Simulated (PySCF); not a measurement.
Gas-phase reaction: 4 SiCl₃OH + Si₂O₂ ⇌ 3 SiCl₄ + Si + 2 SiO(OH)₂

Energies from PySCF, thermal terms from the rigid-rotor harmonic-oscillator model, ideal gas at 1 bar. † marks an energy on the PBE0/def2-TZVP geometry and frequencies; other levels use their own. MP2 and CCSD(T) freeze the core. Open shells (unrestricted): Si (multiplicity 3); the rest are closed-shell singlets. Spin-orbit splitting is ignored; it lowers the true energy and changes the entropy of Si. SiCl₃OH, Si₂O₂, SiO(OH)₂: computed as isolated molecules; such fragments, hydroxides, amides, oligomers or adducts are transient or little studied in the gas. MP2 isn't extrapolated to the basis-set limit. CCSD(T) isn't extrapolated to the basis-set limit.

```
level                ΔH°(298 K), kJ
-------------------  --------------
CCSD(T)/def2-TZVPP†      (withheld)
M06-2X/def2-TZVP†               630
MP2/def2-TZVPP†                 573
PBE/def2-SVP             (withheld)
PBE0/def2-SVP†                  596
PBE0/def2-TZVP           (withheld)
LDA/def2-TZVP†                  644
```

Task: Some entries are withheld; supply them.

Result: 
- CCSD(T)/def2-TZVPP†, ΔH°(298 K), kJ: 587
- PBE/def2-SVP, ΔH°(298 K), kJ: 581
- PBE0/def2-TZVP, ΔH°(298 K), kJ: 586
